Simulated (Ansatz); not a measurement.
A made-up structure of Si2H3O (charge +1), closed shell:

```csv
atom,x (Å),y (Å),z (Å)
O1,-0.9044,-0.3820,0.3997
Si2,0.2076,-1.2041,-0.4728
Si3,0.1480,0.9403,0.1933
H4,-0.1036,-2.6366,-0.7187
H5,1.4018,-1.8941,-0.8107
H6,0.9349,1.3240,1.3741
```

It is relaxed with PBE-D4/def2-SVP and then PBE0-D4/def2-TZVP (Ansatz 0.2.0). Atoms count as bonded within 1.22 times the sum of their covalent radii (H–H: 0.88 Å). The end point is not checked to be a true minimum.

Does its bonding change? (Judge from chemistry; the calculation decides.)

The calculation gives: No: no bond forms or breaks.

Where it ends: The first stage lowers the energy by 3.04 eV in 12 steps. It ends as Si₂H₃O ([O]1[SiH][SiH2]1), total charge +1:
```csv
atom,x (Å),y (Å),z (Å)
O1,0.0732,-0.7616,1.0270
Si2,0.3491,-1.4804,-0.4918
Si3,0.2775,0.6475,0.2233
H4,-0.8364,-2.0275,-1.1670
H5,1.6653,-2.1087,-0.6742
H6,0.1555,1.8784,1.0476
```

Labels in which every atom is bracketed show which atoms are joined, not bond orders.

For scale, one of the runs: PBE0-D4/def2-TZVP relaxation, 123 basis functions, launched by `ansatz run in.yaml --threads 2 --pin off --events-out ev --progress --plain --max-ram 4352MiB`. The run took about 9.5 s on 2 CPU threads of an Arm Neoverse V2 (shared host).
